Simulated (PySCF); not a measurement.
Gas-phase reaction: 2 Si(OH)4 ⇌ 2 SiH + 4 O2 + 3 H2

Computed with PySCF and rigid-rotor harmonic-oscillator thermochemistry at 1 bar. † marks an energy on the PBE0/def2-TZVP geometry and frequencies. MP2 freezes the core. Open shells (unrestricted): SiH (multiplicity 2, electronic degeneracy 4), O2 (multiplicity 3); the rest are closed-shell singlets. Spin-orbit splitting is ignored; it lowers the true energy and changes the entropy of SiH. MP2 isn't extrapolated to the basis-set limit; its ΔH°(298 K) is 3161.9 kJ in def2-SVP and 3502.0 kJ in def2-TZVPP. The harmonic model lacks anharmonicity and excited electronic states, which grow with temperature; levels with a mode under 35 cm⁻¹ are left out. Internal rotation in Si(OH)4 is treated as a harmonic vibration of one conformer, which makes the entropy rough.

```
level               ΔE electronic, kJ  ΔH°(298 K), kJ  ΔS°(298 K), J/K  ΔG°(1400 K), kJ
------------------  -----------------  --------------  ---------------  ---------------
MP2/def2-SVP†                    3287            3162              949             1847
MP2/def2-TZVPP†                  3628            3502              949             2187
r2SCAN/def2-TZVP†                3353            3228              949             1913
LDA/def2-TZVP†                   3650            3524              949             2209
ωB97M-V/def2-TZVP†               3459            3333              949             2018
ωB97X-V/def2-TZVP†               3380            3254              949             1939
```
ΔH° is lowest at MP2/def2-SVP† and highest at LDA/def2-TZVP†. No reference value is set beside these.
